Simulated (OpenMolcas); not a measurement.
# PH3 (phosphine): levels of theory compared

Aim: a comparison of 6 runs (UHF/STO-3G, B2PLYP/STO-3G, B3LYP/STO-3G, PBE/STO-3G, SVWN5/STO-3G, CCSD(T)/STO-3G) of PH3 (phosphine). 

The calculation is run with OpenMolcas 26.06.

1 further run of the same task is left out (set aside as unsound or not needed).

### 1 The molecule

PH3: 4 atoms, total charge 0, spin state singlet. As SMILES, `P`. The coordinates come from a PBE0-D4/def2-TZVP relaxation.

Bond lengths: P1–H2 1.420 Å, P1–H3 1.420 Å, P1–H4 1.420 Å. Angles: H2–P1–H3 93.1°, H2–P1–H4 93.1°, H3–P1–H4 93.1°.

### 2 A single-point energy at UHF/STO-3G (run 1)

step1.input reads:

```
>>> EXPORT MOLCAS_PRINT=2
&gateway
baslib = $CurrDir
coord
4
bohr
P      0.65384524    -0.61699558    -0.62890085
H      1.19222821    -0.06425069     1.94074873
H     -1.90011962    -1.25288842    -0.10809233
H      0.05423514     1.93413469    -1.20356657
basis = STO-3G
group = NoSym
&seward
&scf
uhf
scramble = 0.25
prorbitals = 1 1
```

The basis set STO-3G is read from a file made from the Basis Set Exchange's data (not shown).

The run is started by

```bash
$ export MOLCAS_MEM=1860
$ pymolcas step1.input > step1.log
```

What it wrote:

```text
--- Start Module: gateway ---
[...]
--- Stop Module: gateway /rc=_RC_ALL_IS_WELL_ ---
--- Start Module: seward ---
[...]
      Basis functions           12
--- Stop Module: seward /rc=_RC_ALL_IS_WELL_ ---
--- Start Module: scf ---
[...]
       Convergence after  12 Iterations
[...]
::    Total SCF energy                               -338.6336401788
[...]
      Total spin, S                                     0.0000000000
[...]
      Total electronic charge=   18.000000
      Total            charge=   -0.000000
[...]
      Dipole Moment (debye):
      Origin of the operator (angstrom)=    0.3050   -0.2878   -0.2933
                   X= -3.1565E-01               Y=  2.9798E-01               Z=  3.0341E-01           Total=  5.2961E-01
      Quadrupole Moment (debye*angstrom):
[...]
--- Stop Module: scf /rc=_RC_ALL_IS_WELL_ ---
[...]
```

Wall time 1.8 s (1 thread of Arm Neoverse V1, shared host); peak memory 0.37 GiB.

### 3 The energy at B2PLYP/STO-3G (run 2)

mol.input reads:

```
* H3P Kohn-Sham DFT
>>> EXPORT MOLCAS_PRINT=2
&GATEWAY
BASLIB = $CurrDir
COORD
4
bohr
P      0.65384524    -0.61699558    -0.62890085
H      1.19222821    -0.06425069     1.94074873
H     -1.90011962    -1.25288842    -0.10809233
H      0.05423514     1.93413469    -1.20356657
BASIS = STO-3G
GROUP = NoSym
&SEWARD
GRIDINPUT
Grid=UltraFine
End of Grid
&SCF
KSDFT = B2PLYP_SCF
THRESHOLDS = 1e-10 1e-07 1e-07 1e-05
PRORBITALS = 1 1
&MBPT2
FROZEN = 5
```

The basis set STO-3G is read from a file made from the Basis Set Exchange's data (not shown).

The run is started by

```bash
$ export MOLCAS_MEM=1860
$ pymolcas mol.input > mol.log
```

What it wrote:

```text
--- Start Module: gateway ---
[...]
--- Stop Module: gateway /rc=_RC_ALL_IS_WELL_ ---
[...]
      Basis functions           12
[...]
--- Start Module: scf ---
[...]
       Convergence after   8 Iterations
[...]
::    Total KS-DFT energy                            -339.0830489942
[...]
      Total spin, S                                     0.0000000000
[...]
      Total electronic charge=   18.000000
      Total            charge=   -0.000000
[...]
      Dipole Moment (debye):
      Origin of the operator (angstrom)=    0.3050   -0.2878   -0.2933
                   X= -3.5538E-01               Y=  3.3548E-01               Z=  3.4165E-01           Total=  5.9629E-01
      Quadrupole Moment (debye*angstrom):
[...]
--- Stop Module: scf /rc=_RC_ALL_IS_WELL_ ---
[...]
--- Start Module: mbpt2 ---
[...]
 ###    WARNING: MP2 implementation intended for RHF references only         ###
 ###############################################################################
MBPT2 WARNING: Reference function according to RunFile:KS-DFT
I'll assume you know what you're doing and continue
WARNING!
Default frozen orbitals as non valence orbitals is overwritten by user input.
Default values:   5
[...]
       Reference weight ( Cref**2 )         =        0.96507
::    Total MBPT2 energy                             -339.1375767624
[...]
      Total MBPT2 calculations                           0.04      0.04
--- Stop Module: mbpt2 /rc=_RC_ALL_IS_WELL_ ---
[...]
```

Wall time 3.3 s (1 thread of Arm Neoverse V1, shared host); peak memory 0.37 GiB.

Run 3 isn't shown in full; the table further down has it.

### 4 A single-point energy at PBE/STO-3G (run 4)

mol.inp reads:

```
&GATEWAY
BASLIB=$CurrDir
COORD
4
bohr
P      0.65384524    -0.61699558    -0.62890085
H      1.19222821    -0.06425069     1.94074873
H     -1.90011962    -1.25288842    -0.10809233
H      0.05423514     1.93413469    -1.20356657
BASIS=STO-3G
GROUP=NoSym
&SEWARD
GRIDINPUT
Grid=UltraFine
End of Grid
&SCF
KSDFT=PBE
THRESHOLDS=1e-10 1e-07 1e-07 1e-05
PRORBITALS=1 1
```

The basis set STO-3G is read from a file made from the Basis Set Exchange's data (not shown).

The run is started by

```bash
$ export MOLCAS_MEM=1860
$ pymolcas mol.inp > mol.log
```

What it wrote:

```text
--- Start Module: gateway ---
[...]
--- Stop Module: gateway /rc=_RC_ALL_IS_WELL_ ---
--- Start Module: seward ---
[...]
      Basis functions           12
--- Stop Module: seward /rc=_RC_ALL_IS_WELL_ ---
--- Start Module: scf ---
[...]
       Convergence after   8 Iterations
[...]
::    Total KS-DFT energy                            -339.0819354614
[...]
      Total spin, S                                     0.0000000000
[...]
      Total electronic charge=   18.000000
      Total            charge=   -0.000000
[...]
      Dipole Moment (debye):
      Origin of the operator (angstrom)=    0.3050   -0.2878   -0.2933
                   X= -4.2697E-01               Y=  4.0303E-01               Z=  4.1052E-01           Total=  7.1643E-01
      Quadrupole Moment (debye*angstrom):
[...]
--- Stop Module: scf /rc=_RC_ALL_IS_WELL_ ---
[...]
```

It took 3 s on 1 thread of Arm Neoverse V1, shared host; peak memory 0.37 GiB.

Run 5 isn't shown in full; the table further down has it.

### 5 A single-point energy at CCSD(T)/STO-3G (run 6)

mol.input reads:

```
* H3P CCSD(T)
>>> EXPORT MOLCAS_PRINT=2

&gateway
  baslib=$CurrDir
  coord
  4
  bohr
  P      0.65384524    -0.61699558    -0.62890085
  H      1.19222821    -0.06425069     1.94074873
  H     -1.90011962    -1.25288842    -0.10809233
  H      0.05423514     1.93413469    -1.20356657
  basis=STO-3G
  group=NoSym

&seward

&scf
  thresholds=1e-10 1e-07 1e-07 1e-05
  prorbitals=1 1

&rasscf
  fileorb=$Project.ScfOrb
  spin=1
  nactel=0 0 0
  inactive=9
  ras2=0
  outorbitals=Canonical
  orblisting=Nothing

&motra
  jobiph
  frozen=5

&ccsdt
  cct
  triples=2
  iterations=80
  accuracy=1e-08
  extrapolation=5 4
```

The basis set STO-3G is read from a file made from the Basis Set Exchange's data (not shown).

The run is started by

```bash
$ export MOLCAS_MEM=1860
$ pymolcas mol.input > mol.log
```

What it wrote:

```text
--- Start Module: gateway ---
[...]
--- Stop Module: gateway /rc=_RC_ALL_IS_WELL_ ---
[...]
      Basis functions           12
[...]
       Convergence after   8 Iterations
[...]
::    Total SCF energy                               -338.6336401788
[...]
      Total spin, S                                     0.0000000000
[...]
      Number of active orbitals                  0
[...]
      Spin quantum number                      0.0
[...]
      Active orbitals                            0
[...]
      Number of CSFs                             1
[...]
      Number of root(s) required                 1
[...]
      Convergence after  4 iterations
[...]
      Natural orbitals and occupation numbers for root  1
      ************************************************************************************************************************
      *                                                    Final results                                                     *
      ************************************************************************************************************************
[...]
::    RASSCF root number  1 Total energy:   -338.63364018
[...]
      Total electronic charge=   18.000000
      Total            charge=   -0.000000
[...]
      Dipole Moment (debye):
      Origin of the operator (angstrom)=    0.3050   -0.2878   -0.2933
                   X= -3.1565E-01               Y=  2.9798E-01               Z=  3.0341E-01           Total=  5.2961E-01
      Quadrupole Moment (debye*angstrom):
[...]
--- Start Module: motra ---
[...]
      *** WARNING: Default frozen orbitals is overwritten by user input.
      *** Default values:   5
[...]
--- Stop Module: motra /rc=_RC_ALL_IS_WELL_ ---
--- Start Module: ccsdt ---
[...]
      Convergence after                     9  Iterations
      Total energy (diff) :    -338.69708799      -0.00000001
[...]
 METHOD                       : CCSD+T(CCSD)+<T3(1)WT1> = CCSD(T)
[...]
       CCSD     =      -338.6970879910454
[...]
--- Stop Module: ccsdt /rc=_RC_ALL_IS_WELL_ ---
[...]
```

Run time: 2.1 s. Hardware: 1 thread of Arm Neoverse V1, shared host; peak memory 0.37 GiB.

### 6 All runs side by side

```tsv
run	level	scramble	frozen core orbitals	energy (Eh)	dipole moment (D) of the reference	HOMO energy (eV)	LUMO energy (eV)	wall time
1	UHF/STO-3G	0.25	–	-338.633640	0.53	-8.16	12.82	1.8 s
2	B2PLYP/STO-3G	–	5	-339.097771	0.60	-6.11	9.55	3.3 s
3	B3LYP/STO-3G	–	–	-339.270917	0.63	-4.66	7.32	3.3 s
4	PBE/STO-3G	–	–	-339.081935	0.72	-3.44	6.34	3 s
5	SVWN5/STO-3G	–	–	-337.925690	0.90	-3.19	6.54	2.8 s
6	CCSD(T)/STO-3G	–	5	-338.697215	0.53	-8.16	12.82	2.1 s
```

### 7 Outcome

| quantity | value |
| --- | --- |
| run 6: total energy | -338.69721 Eh |
| run 6: dipole moment (mean-field density) | 0.53 D |
| run 6: HOMO energy (Hartree–Fock orbitals) | -8.16 eV |
| run 6: LUMO energy (Hartree–Fock orbitals) | 12.82 eV |
| run 6: HOMO–LUMO gap (Hartree–Fock orbitals) | 20.98 eV |
| run 6: correlation energy (5 core orbitals frozen) | -63.6 mEh |
| run 6: (T) correction | -0.13 mEh |

**Reading.** Over runs 1, 2, 3, 4, 5 the dipole moment (its size) runs from 0.53 D (UHF/STO-3G) to 0.90 D (SVWN5/STO-3G). Over runs 1, 2, 3, 4, 5 the HOMO–LUMO gap runs from 9.73 eV (SVWN5/STO-3G) to 20.98 eV (UHF/STO-3G). For B2PLYP the log adds the whole second-order term; the table takes 0.27 of it, as the functional is defined. Totals of different functionals can't be ranked against each other. In runs 1, 2, 3, 4, 5, 6 the basis is minimal, so the values are rough. All runs together took 16 s, the longest 3.3 s.
